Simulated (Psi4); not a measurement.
# CH5BO (SMILES BOC): a chain of runs

Aim: a series of 9 runs (PBE0-D4/def2-TZVP, PBE-D4/def2-TZVPP, r2SCAN-D4/def2-TZVPP, B3LYP-D4/def2-TZVPP, PBE0-D4/def2-TZVPP, wB97M-V/def2-TZVPP, CCSD(T)/def2-TZVPP, MP2/def2-QZVPP) of CH5BO. The job is set up through a Python script.

The results are computed with Psi4 1.11.

## 1. The molecule

The species is CH5BO (8 atoms), meant as a singlet with charge 0. SMILES: `BOC`. The run starts from this shape.

Bond lengths: B1–O2 1.339 Å, O2–C3 1.414 Å, B1–H4 1.204 Å, B1–H5 1.196 Å, C3–H6 1.094 Å, C3–H7 1.092 Å, C3–H8 1.092 Å. Angles: B1–O2–C3 122.3°, O2–B1–H4 120.2°, O2–B1–H5 116.9°, O2–C3–H6 111.3°, O2–C3–H7 108.9°, O2–C3–H8 108.9°, H4–B1–H5 123.0°, H6–C3–H7 109.5°, H6–C3–H8 109.5°, H7–C3–H8 108.7°.

## 2. A geometry optimisation at PBE0-D4/def2-TZVP (density fitting) (run 2)

The input, ch5bo.py:

```python
import psi4

psi4.set_memory('3300 MB')
psi4.set_num_threads(2)
psi4.set_output_file('psi4.out', False)

m = psi4.geometry("""
0 1
B     -0.657920     0.818110    -0.840620
O      0.499090     0.427900    -0.291340
C      0.573730    -0.638110     0.633910
H     -1.683410     0.257560    -0.553100
H     -0.609380     1.730820    -1.612530
H     -0.412830    -1.071350     0.820720
H      1.239960    -1.405430     0.235250
H      0.991530    -0.263970     1.570410
symmetry c1
""")

psi4.set_options({
    'basis': 'def2-TZVP',
    'scf_type': 'df',
    'geom_maxiter': 50,
    'max_force_g_convergence': 0.0002,
})

E = psi4.optimize("pbe0-d4")
print('E =', round(E, 9))
print(m.to_string(dtype='xyz', units='Angstrom'))
```

Command:

```console
$ python ch5bo.py
```

psi4.out:

```text
[...]
  Running in c1 symmetry.
[...]
  Nuclear repulsion =   70.464252341055186
[...]
  Multiplicity = 1
[...]
  Nalpha       = 12
  Nbeta        = 12
[...]
    Number of basis functions: 123
[...]
   @DF-RKS iter   1:  -140.90334320189930   -5.19824e-01   5.19677e-03 ADIIS/DIIS
[...]
   @DF-RKS iter  10:  -141.09068608129547   -1.33298e-11   8.24935e-09 DIIS
[...]
  @DF-RKS Final Energy:  -141.09068608129547
   => Energetics <=
    Nuclear Repulsion Energy =             70.4642523410551860
    One-Electron Energy =                -330.1571565148019545
    Two-Electron Energy =                 133.6220826546672811
    DFT Exchange-Correlation Energy =     -15.0172400794300351
    Empirical Dispersion Energy =          -0.0026244827859371
    VV10 Nonlocal Energy =                  0.0000000000000000
    Total Energy =                       -141.0906860812954733
[...]
  -Total Gradient:
     Atom            X                  Y                   Z
    ------   -----------------  -----------------  -----------------
       1       -0.000187406895     0.000104885700    -0.000030147606
       2        0.000057272853    -0.000074246509     0.000050408039
       3       -0.000007789455     0.000050116758    -0.000047206320
       4        0.000069586130    -0.000037312563     0.000011597515
       5        0.000057392495    -0.000042684335     0.000012569356
       6        0.000008013339    -0.000022987226     0.000021527864
       7       -0.000004920860    -0.000029901434     0.000026623551
       8       -0.000003710603    -0.000031564134     0.000023793036
[...]
```

On the terminal:

```text
Optimizer: Optimization complete!
E = -141.090686081
8
0 1 BCH5O
B                    -0.820182417845     0.649288366890    -0.707947849537
O                     0.336827582155     0.259078366890    -0.158667849537
C                     0.411467582155    -0.806931633110     0.766582150463
H                    -1.845672417845     0.088738366890    -0.420427849537
H                    -0.771642417845     1.561998366890    -1.479857849537
H                    -0.575092417845    -1.240171633110     0.953392150463
H                     1.077697582155    -1.574251633110     0.367922150463
H                     0.829267582155    -0.432791633110     1.703082150463
```

Run time: 14 s. Hardware: 2 threads of Intel Xeon Platinum 8259CL at 2.50GHz (Skylake/Cascade Lake), shared host; peak memory 0.82 GiB.

## 3. The harmonic vibrations at PBE0-D4/def2-TZVP (density fitting) (run 3)

The input, ch5bo.xyz:

```xyz
8
CH5BO
B     -0.657920     0.818110    -0.840620
O      0.499090     0.427900    -0.291340
C      0.573730    -0.638110     0.633910
H     -1.683410     0.257560    -0.553100
H     -0.609380     1.730820    -1.612530
H     -0.412830    -1.071350     0.820720
H      1.239960    -1.405430     0.235250
H      0.991530    -0.263970     1.570410
```

The input, ch5bo.py:

```python
import psi4

psi4.set_memory('3300 MB')
psi4.set_num_threads(2)
psi4.set_output_file('ch5bo.out', False)

with open('ch5bo.xyz') as f:
    atoms = ''.join(f.readlines()[2:])
mol = psi4.geometry('0 1\n' + atoms + 'symmetry c1')

psi4.set_options({
    'basis': 'def2-TZVP',
    'reference': 'rks',
    'scf_type': 'df',
    'rotational_symmetry_number': 1,
})

e_tot, wfn = psi4.frequency('PBE0-D4', molecule=mol, return_wfn=True)
print('E =', round(e_tot, 9))
print('wavenumbers / cm^-1:', wfn.frequencies().np.round(1))
for k in ('ZPVE', 'ENTHALPY', 'GIBBS FREE ENERGY'):
    print(f'{k}: {psi4.variable(k):.8f} Eh')
```

Command:

```console
$ python ch5bo.py
```

ch5bo.out:

```text
[...]
  Running in c1 symmetry.
[...]
  Nuclear repulsion =   70.464252341055200
[...]
  Multiplicity = 1
[...]
  Nalpha       = 12
  Nbeta        = 12
[...]
    Number of basis functions: 123
[...]
   @DF-RKS iter   1:  -140.90334320180833   -5.19824e-01   5.19677e-03 ADIIS/DIIS
[...]
   @DF-RKS iter  10:  -141.09068371477488   -1.31024e-11   8.24537e-09 DIIS
[...]
  @DF-RKS Final Energy:  -141.09068371477488
   => Energetics <=
    Nuclear Repulsion Energy =             70.4725312780595772
    One-Electron Energy =                -330.1728676506238003
    Two-Electron Energy =                 133.6301330416961264
    DFT Exchange-Correlation Energy =     -15.0178558974714527
    Empirical Dispersion Energy =          -0.0026244864353627
    VV10 Nonlocal Energy =                  0.0000000000000000
    Total Energy =                       -141.0906837147749116
[...]
  -Total Gradient:
     Atom            X                  Y                   Z
    ------   -----------------  -----------------  -----------------
       1       -0.000197564209     0.000115183512    -0.000026745964
       2        0.000031638326     0.000002032894     0.000159075634
       3        0.000536804136     0.000070540591     0.000461129869
       4        0.000069858421    -0.000036628988     0.000012507710
       5        0.000058273287    -0.000046905684     0.000008254595
       6        0.000001695528    -0.000037830660    -0.000004806859
       7       -0.000229167692     0.000242898403     0.000401367192
       8       -0.000283125056    -0.000392995474    -0.000941600230
[...]
  ==> Harmonic Vibrational Analysis <==
[...]
  Freq [cm^-1]                 144.1874            403.6952            442.4725
[...]
  Freq [cm^-1]                 953.5995           1027.3860           1038.4754
[...]
```

Standard output:

```text
Warning: used thermodynamics relations inappropriate for low-frequency modes: ['144.1874' '403.6952' '442.4725']
E = -141.090686081
wavenumbers / cm^-1: [ 144.2  403.7  442.5  953.6 1027.4 1038.5 1185.4 1189.2 1234.8 1397.5
 1488.1 1489.2 1504.7 2540.3 2647.3 3041.6 3124.6 3131.9]
ZPVE: 0.06375302 Eh
ENTHALPY: -141.02174530 Eh
GIBBS FREE ENERGY: -141.05213548 Eh
```

Run time: 5.1 min. Hardware: 2 threads of Intel Xeon Platinum 8259CL at 2.50GHz (Skylake/Cascade Lake), shared host; peak memory 0.97 GiB.

Runs 4 to 8 aren't shown in full; the table further down has their settings and results.

## 4. A single-point energy at CCSD(T)/def2-TZVPP (density fitting, density fitting for correlation) (run 9)

The input, ch5bo.py:

```python
import psi4

psi4.set_memory(3300000000)
psi4.set_num_threads(2)
psi4.core.set_output_file('run.log', False)

molecule = psi4.geometry("""
B     -0.657920     0.818110    -0.840620
O      0.499090     0.427900    -0.291340
C      0.573730    -0.638110     0.633910
H     -1.683410     0.257560    -0.553100
H     -0.609380     1.730820    -1.612530
H     -0.412830    -1.071350     0.820720
H      1.239960    -1.405430     0.235250
H      0.991530    -0.263970     1.570410
symmetry c1
""")

options = {'basis': 'def2-TZVPP', 'scf_type': 'df', 'num_frozen_docc': 3, 'cc_type': 'df'}
psi4.set_options(options)

E, wfn = psi4.energy('ccsd(t)', molecule=molecule, return_wfn=True)
print(f'ccsd(t) energy: {E:.10f} Eh')
for k, v in sorted(psi4.core.scalar_variables().items()):
    print(f'{k:45s} {v:18.10f}')
```

Command:

```console
$ python ch5bo.py
```

run.log:

```text
[...]
  Running in c1 symmetry.
[...]
  Nuclear repulsion =   70.464252341055186
[...]
  Multiplicity = 1
[...]
  Nalpha       = 12
  Nbeta        = 12
[...]
    Number of basis functions: 163
[...]
   @DF-RHF iter   1:  -140.33842217227607   -8.65810e-01   2.27146e-03 DIIS/ADIIS
[...]
   @DF-RHF iter  11:  -140.40637266062237   -4.71800e-12   2.67090e-09 DIIS
[...]
  @DF-RHF Final Energy:  -140.40637266062237
   => Energetics <=
    Nuclear Repulsion Energy =             70.4642523410551860
    One-Electron Energy =                -330.0132648539926663
    Two-Electron Energy =                 119.1426398523150851
    Total Energy =                       -140.4063726606223668
[...]
 Multipole Moments:
 ------------------------------------------------------------------------------------
     Multipole            Electronic (a.u.)      Nuclear  (a.u.)        Total (a.u.)
 ------------------------------------------------------------------------------------
 L = 1.  Multiply by 2.5417464519 to convert [e a0] to [Debye]
 Dipole X            :          0.3621174           -0.4212729           -0.0591556
 Dipole Y            :          1.6293038           -2.1146020           -0.4852982
 Dipole Z            :         -1.3239828            1.7281954            0.4042125
 Magnitude           :                                                    0.6343513
[...]
      * MP2 total energy:                  -140.924887620275
[...]
      * CCSD total energy:                 -140.954763513931
[...]
      * CCSD(T) total energy                -140.974026048617
[...]
```

Standard output:

```text
ccsd(t) energy: -140.9740260486 Eh
(T) CORRECTION ENERGY                              -0.0192625347
CC D1 DIAGNOSTIC                                    0.0476890821
CC T1 DIAGNOSTIC                                    0.0137124973
CCSD CORRELATION ENERGY                            -0.5483908533
CCSD DOUBLES ENERGY                                -0.5483908533
CCSD ITERATIONS                                    15.0000000000
CCSD OPPOSITE-SPIN CORRELATION ENERGY              -0.4439045218
CCSD SAME-SPIN CORRELATION ENERGY                  -0.1044863315
CCSD SINGLES ENERGY                                 0.0000000000
CCSD TOTAL ENERGY                                -140.9547635139
CCSD(T) CORRELATION ENERGY                         -0.5676533880
CCSD(T) TOTAL ENERGY                             -140.9740260486
CURRENT CORRELATION ENERGY                         -0.5676533880
CURRENT ENERGY                                   -140.9740260486
CURRENT REFERENCE ENERGY                         -140.4063726606
DD SOLVATION ENERGY                                 0.0000000000
HF KINETIC ENERGY                                 140.2780770826
HF POTENTIAL ENERGY                              -280.6844497432
HF TOTAL ENERGY                                  -140.4063726606
HF VIRIAL RATIO                                     2.0009145804
MP2 CORRELATION ENERGY                             -0.5185149597
MP2 DOUBLES ENERGY                                 -0.5185149597
MP2 OPPOSITE-SPIN CORRELATION ENERGY               -0.4044369744
MP2 SAME-SPIN CORRELATION ENERGY                   -0.1140779853
MP2 SINGLES ENERGY                                  0.0000000000
MP2 TOTAL ENERGY                                 -140.9248876203
NAUX (CC)                                         378.0000000000
NAUX (SCF)                                        317.0000000000
NUCLEAR REPULSION ENERGY                           70.4642523411
ONE-ELECTRON ENERGY                              -330.0132648540
PCM POLARIZATION ENERGY                             0.0000000000
PE ENERGY                                           0.0000000000
SCF ITERATION ENERGY                             -140.4063726606
SCF ITERATIONS                                     11.0000000000
SCF TOTAL ENERGY                                 -140.4063726606
TWO-ELECTRON ENERGY                               119.1426398523
```

Run time: 1.9 min. Hardware: 2 threads of Intel Xeon Platinum 8259CL at 2.50GHz (Skylake/Cascade Lake), shared host; peak memory 0.41 GiB.

## 5. A single-point energy at MP2/def2-QZVPP (density fitting, density fitting for correlation) (run 10)

The input, run.py:

```python
import psi4

psi4.set_memory('3300 MB')
psi4.set_num_threads(2)
psi4.set_output_file('psi4.out', False)

molecule = psi4.geometry("""
B     -0.657920     0.818110    -0.840620
O      0.499090     0.427900    -0.291340
C      0.573730    -0.638110     0.633910
H     -1.683410     0.257560    -0.553100
H     -0.609380     1.730820    -1.612530
H     -0.412830    -1.071350     0.820720
H      1.239960    -1.405430     0.235250
H      0.991530    -0.263970     1.570410
symmetry c1
""")

psi4.set_options({
    'basis': 'def2-QZVPP',
    'reference': 'rhf',
    'scf_type': 'df',
    'num_frozen_docc': 3,
})

result, w = psi4.energy("mp2", molecule=molecule, return_wfn=True)
print(f'mp2 energy: {result:.10f} Eh')
for k, v in sorted(psi4.core.scalar_variables().items()):
    print(f'{k:45s} {v:18.10f}')
```

Command:

```console
$ python run.py
```

psi4.out:

```text
[...]
  Running in c1 symmetry.
[...]
  Nuclear repulsion =   70.464252341055186
[...]
  Multiplicity = 1
[...]
  Nalpha       = 12
  Nbeta        = 12
[...]
    Number of basis functions: 321
[...]
   @DF-RHF iter   1:  -140.34015912522992   -8.77707e-01   1.19810e-03 DIIS/ADIIS
[...]
   @DF-RHF iter  10:  -140.41356903487559   -2.22940e-10   6.15103e-09 DIIS
[...]
    Orbital Energies [Eh]
    ---------------------
    Doubly Occupied:
       1A    -20.572790     2A    -11.282570     3A     -7.613533
       4A     -1.383369     5A     -0.949166     6A     -0.733072
       7A     -0.649484     8A     -0.639185     9A     -0.592340
      10A     -0.517653    11A     -0.479360    12A     -0.453054
[...]
  @DF-RHF Final Energy:  -140.41356903487559
   => Energetics <=
    Nuclear Repulsion Energy =             70.4642523410551860
    One-Electron Energy =                -330.0244889811544908
    Two-Electron Energy =                 119.1466676052237261
    Total Energy =                       -140.4135690348755929
[...]
 Multipole Moments:
 ------------------------------------------------------------------------------------
     Multipole            Electronic (a.u.)      Nuclear  (a.u.)        Total (a.u.)
 ------------------------------------------------------------------------------------
 L = 1.  Multiply by 2.5417464519 to convert [e a0] to [Debye]
 Dipole X            :          0.3591599           -0.4212729           -0.0621131
 Dipole Y            :          1.6339748           -2.1146020           -0.4806272
 Dipole Z            :         -1.3285342            1.7281954            0.3996612
 Magnitude           :                                                    0.6281637
[...]
```

On the terminal:

```text
mp2 energy: -140.9688768854 Eh
CURRENT CORRELATION ENERGY                         -0.5553078505
CURRENT ENERGY                                   -140.9688768854
CURRENT REFERENCE ENERGY                         -140.4135690349
CUSTOM SCS-MP2 CORRELATION ENERGY                  -0.5633394014
CUSTOM SCS-MP2 TOTAL ENERGY                      -140.9769084363
DD SOLVATION ENERGY                                 0.0000000000
HF KINETIC ENERGY                                 140.2961534887
HF POTENTIAL ENERGY                              -280.7097225236
HF TOTAL ENERGY                                  -140.4135690349
HF VIRIAL RATIO                                     2.0008369121
MP2 CORRELATION ENERGY                             -0.5553078505
MP2 DOUBLES ENERGY                                 -0.5553078505
MP2 OPPOSITE-SPIN CORRELATION ENERGY               -0.4364270592
MP2 SAME-SPIN CORRELATION ENERGY                   -0.1188807914
MP2 SINGLES ENERGY                                 -0.0000000000
MP2 TOTAL ENERGY                                 -140.9688768854
NUCLEAR REPULSION ENERGY                           70.4642523411
ONE-ELECTRON ENERGY                              -330.0244889812
PCM POLARIZATION ENERGY                             0.0000000000
PE ENERGY                                           0.0000000000
SCF ITERATION ENERGY                             -140.4135690349
SCF ITERATIONS                                     10.0000000000
SCF TOTAL ENERGY                                 -140.4135690349
SCS-MP2 CORRELATION ENERGY                         -0.5633394014
SCS-MP2 TOTAL ENERGY                             -140.9769084363
TWO-ELECTRON ENERGY                               119.1466676052
```

Wall time 7.8 s (2 threads of Intel Xeon Platinum 8259CL at 2.50GHz (Skylake/Cascade Lake), shared host); peak memory 0.82 GiB.

## 6. Overview of the runs

```
run                                                                  level         task  geom maxiter  energy (Eh)  dipole moment (D)  HOMO energy (eV)  LUMO energy (eV)  wall time
  2                                    PBE0-D4/def2-TZVP (density fitting)     optimise            50  -141.090686               1.67             -8.60             -0.34       14 s
  3                                    PBE0-D4/def2-TZVP (density fitting)  frequencies             –  -141.090686               1.67                 –                 –    5.1 min
  4                                    PBE-D4/def2-TZVPP (density fitting)       energy             –  -141.076658               1.70             -7.11             -1.35       18 s
  5                                 r2SCAN-D4/def2-TZVPP (density fitting)       energy             –  -141.176951               1.67             -7.43             -0.94       47 s
  6                                  B3LYP-D4/def2-TZVPP (density fitting)       energy             –  -141.280471               1.67             -8.40             -0.61       17 s
  7                                   PBE0-D4/def2-TZVPP (density fitting)   properties             –  -141.092074               1.66             -8.60             -0.35       18 s
  8                                   wB97M-V/def2-TZVPP (density fitting)       energy             –  -141.193529               1.68            -11.05              1.43       65 s
  9  CCSD(T)/def2-TZVPP (density fitting, density fitting for correlation)       energy             –  -140.974026                  –            -12.32              2.77    1.9 min
 10      MP2/def2-QZVPP (density fitting, density fitting for correlation)       energy             –  -140.968877                  –            -12.33              2.29      7.8 s
```

## 7. Results

| quantity | value |
| --- | --- |
| run 10, MP2/def2-QZVPP: total energy | -140.96888 Eh |
| run 10, MP2/def2-QZVPP: HOMO energy (Hartree–Fock orbitals) | -12.33 eV |
| run 10, MP2/def2-QZVPP: LUMO energy (Hartree–Fock orbitals) | 2.29 eV |
| run 10, MP2/def2-QZVPP: HOMO–LUMO gap (Hartree–Fock orbitals) | 14.62 eV |
| run 10, MP2/def2-QZVPP: correlation energy (3 core orbitals frozen) | -555.3 mEh |

In words: Over runs 2, 3, 4, 5, 6, 7, 8 the dipole moment (its size) runs from 1.66 D (PBE0-D4/def2-TZVPP) to 1.70 D (PBE-D4/def2-TZVPP). Over runs 2, 4, 5, 6, 7, 8 the HOMO–LUMO gap runs from 5.77 eV (PBE-D4/def2-TZVPP) to 12.48 eV (wB97M-V/def2-TZVPP). Totals of different functionals can't be ranked against each other. All runs together took 10 min, the longest 5.1 min.
